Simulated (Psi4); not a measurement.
Pair of molecules: CH5N (SMILES CN) (first 7 atoms) with H2O (SMILES O); geometry from S66by8 set.
(charge 0, multiplicity 1):
| atom | x (Å) | y (Å) | z (Å) |
|---|---|---|---|
| N | -1.4818 | -0.9545 | -0.3318 |
| H | -1.5775 | -1.9234 | -0.0559 |
| H | -2.0709 | -0.8411 | -1.1465 |
| C | -1.9652 | -0.0865 | 0.7486 |
| H | -1.8611 | 0.9506 | 0.4408 |
| H | -3.0031 | -0.2599 | 1.0397 |
| H | -1.3333 | -0.2261 | 1.6218 |
| O | 3.0256 | 0.9707 | -0.2974 |
| H | 2.2081 | 0.4744 | -0.4706 |
| H | 3.6075 | 0.7122 | -1.0132 |

These are SAPT0/jun-cc-pV(D+d)Z (Psi4) values and carry that method's errors.

### Question
Give the four SAPT terms and the total, and say what mostly holds the pair together.

### Answer
electrostatics -1.22, exchange 0.01, induction -0.04, dispersion -0.08, total -1.33 kcal/mol; the largest attraction is electrostatics.
